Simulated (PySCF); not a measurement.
CHCl3.
Numbering: `[Cl:1][CH:2]([Cl:3])[Cl:4]` (hydrogens: H5 on C2)

The same species was optimised twice, with GFN2-xTB and with PBE0-D3(BJ)/def2-SVP (PySCF), and the same property calculations (PySCF, gas phase) were run on both structures.

| coordinate | GFN2-xTB | PBE0-D3(BJ)/def2-SVP | change |
| --- | --- | --- | --- |
| C2–Cl3 (Å) | 1.769 | 1.765 | -0.004 |
| C2–H5 (Å) | 1.091 | 1.095 | +0.004 |
| C2–Cl4 (Å) | 1.769 | 1.766 | -0.003 |
| Cl1–C2 (Å) | 1.769 | 1.766 | -0.003 |
| Cl4–C2–H5 (°) | 108.8 | 107.6 | -1.2 |
| Cl1–C2–H5 (°) | 108.7 | 107.6 | -1.1 |
| Cl3–C2–H5 (°) | 108.7 | 107.7 | -1.0 |
| Cl1–C2–Cl3 (°) | 110.2 | 111.3 | +1.1 |
| Cl3–C2–Cl4 (°) | 110.2 | 111.3 | +1.1 |
| Cl1–C2–Cl4 (°) | 110.2 | 111.3 | +1.1 |

Rotational constants: A = 3297, B = 3296, C = 1716 MHz (GFN2-xTB) against A = 3280, B = 3278, C = 1701 MHz (PBE0-D3(BJ)/def2-SVP). Point groups within 0.08 Å: C3v and C3v.

On the GFN2-xTB structure: HOMO (eV) -8.96 [PBE0/pcSseg-1]; LUMO (eV) -0.90 [PBE0/pcSseg-1]; dipole (D) 1.24 [PBE0/pcSseg-1]; GIAO shielding of Cl1/Cl3/Cl4 (mean) (ppm) 536.5 [PBE0/pcSseg-1]; GIAO shielding of C2 (ppm) 81.7 [PBE0/pcSseg-1].

Problem. What do these properties become on the PBE0-D3(BJ)/def2-SVP structure?

Solution. 
```json
{"property": "HOMO (eV)", "level": "PBE0/pcSseg-1", "on GFN2-xTB": "-8.96", "on PBE0-D3(BJ)/def2-SVP": "-8.99", "change": "-0.03"}
{"property": "LUMO (eV)", "level": "PBE0/pcSseg-1", "on GFN2-xTB": "-0.90", "on PBE0-D3(BJ)/def2-SVP": "-0.92", "change": "-0.02"}
{"property": "dipole (D)", "level": "PBE0/pcSseg-1", "on GFN2-xTB": "1.24", "on PBE0-D3(BJ)/def2-SVP": "1.20", "change": "-0.04"}
{"property": "energy, GFN2-xTB geometry as zero (kcal/mol)", "level": "PBE0/pcSseg-1", "on GFN2-xTB": "0.0", "on PBE0-D3(BJ)/def2-SVP": "-0.2", "change": "-0.2"}
{"property": "GIAO shielding of Cl1/Cl3/Cl4 (mean) (ppm)", "level": "PBE0/pcSseg-1", "on GFN2-xTB": "536.5", "on PBE0-D3(BJ)/def2-SVP": "547.9", "change": "+11.4"}
{"property": "GIAO shielding of C2 (ppm)", "level": "PBE0/pcSseg-1", "on GFN2-xTB": "81.7", "on PBE0-D3(BJ)/def2-SVP": "83.1", "change": "+1.4"}
```

The heavy atoms differ by 0.016 Å rms after alignment. Among all bonds Cl1–C2, C2–Cl3, C2–Cl4 and C2–H5 change most and about equally (-0.004 to +0.004 Å). Changes are differences of the printed values. Neither structure is proved a minimum here.
